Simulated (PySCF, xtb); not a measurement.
# C2H2P−: which of two isomers lies lower

Structure a is `[C-]#CP`, a singlet and structure b is `C#C[PH-]`, a singlet. Both are isolated ions in the gas phase, relaxed with PBE0-D4/def2-SVPD.

a (Å):

```yaml
atoms:
  - { symbol: C, position_ang: [0.2672, 1.4917, 0.2091] }
  - { symbol: C, position_ang: [-0.4137, 2.4337, 0.6780] }
  - { symbol: P, position_ang: [1.4607, 0.3500, -0.3457] }
  - { symbol: H, position_ang: [1.0112, 0.0460, -1.6839] }
  - { symbol: H, position_ang: [0.9462, -0.9086, 0.1406] }
```

b (Å):

```xyz
5

C     0.9139   -0.6058    0.5196
C    -0.1881   -0.0322    0.5683
P    -1.7100    0.8120    0.4326
H    -1.6534    1.4096    1.7418
H     1.5994   -1.4230    0.6668
```

Quicker runs give these differences E(b) − E(a): GFN2-xTB −1.172 eV; HF/STO-3G −0.372 eV (at GFN2-xTB geometries); r2SCAN-D4/def2-SVPD −0.635 eV (at GFN2-xTB geometries).

Estimate E(b) − E(a) at the level CCSD(T)/def2-SVPD + ΔMP2/def2-TZVPPD.

Calculated at CCSD(T)/def2-SVPD + ΔMP2/def2-TZVPPD: E(b) − E(a) = −0.603 eV, so structure b lies lower.

Level by level:

```json
{"level": "GFN2-xTB", "geometry": "GFN2-xTB", "E(b) − E(a) (eV)": "−1.172", "departure from the last row (eV)": "−0.569", "job, with rough time for the two": "optimisation, 0.28 s"}
{"level": "HF/STO-3G", "geometry": "GFN2-xTB", "E(b) − E(a) (eV)": "−0.372", "departure from the last row (eV)": "+0.231", "job, with rough time for the two": "single point, 2.3 s"}
{"level": "r2SCAN-D4/def2-SVPD", "geometry": "GFN2-xTB", "E(b) − E(a) (eV)": "−0.635", "departure from the last row (eV)": "−0.032", "job, with rough time for the two": "single point, 12 s"}
{"level": "PBE0-D4/def2-SVPD", "geometry": "PBE0-D4/def2-SVPD", "E(b) − E(a) (eV)": "−0.722", "departure from the last row (eV)": "−0.120", "job, with rough time for the two": "optimisation, 2.6 min"}
{"level": "HF/def2-SVPD", "geometry": "PBE0-D4/def2-SVPD", "E(b) − E(a) (eV)": "−0.435", "departure from the last row (eV)": "+0.167", "job, with rough time for the two": "part of the CCSD(T) run"}
{"level": "MP2/def2-SVPD", "geometry": "PBE0-D4/def2-SVPD", "E(b) − E(a) (eV)": "−0.678", "departure from the last row (eV)": "−0.075", "job, with rough time for the two": "part of the CCSD(T) run"}
{"level": "CCSD(T)/def2-SVPD", "geometry": "PBE0-D4/def2-SVPD", "E(b) − E(a) (eV)": "−0.594", "departure from the last row (eV)": "+0.008", "job, with rough time for the two": "single point"}
{"level": "CCSD(T)/def2-SVPD + ΔMP2/def2-TZVPPD", "geometry": "PBE0-D4/def2-SVPD", "E(b) − E(a) (eV)": "−0.603", "departure from the last row (eV)": "", "job, with rough time for the two": "single point, 35 s"}
```

As drawn, b has 1 C–H in place of 1 P–H.

None of the levels shown reverses the order. The largest departure from CCSD(T)/def2-SVPD + ΔMP2/def2-TZVPPD is that of GFN2-xTB, 0.569 eV. No reliable frequencies are at hand for a or b, so they aren't confirmed as minima. The last row adds to CCSD(T) the change of the MP2 difference between the two basis sets, here −0.008 eV.

The correlated steps freeze 7 core orbitals. Run with PySCF 2.14.0, xtb 6.7.1; the last row on 2 threads of AMD EPYC 7R43 64-Core Processor (Zen 3) on a shared host.
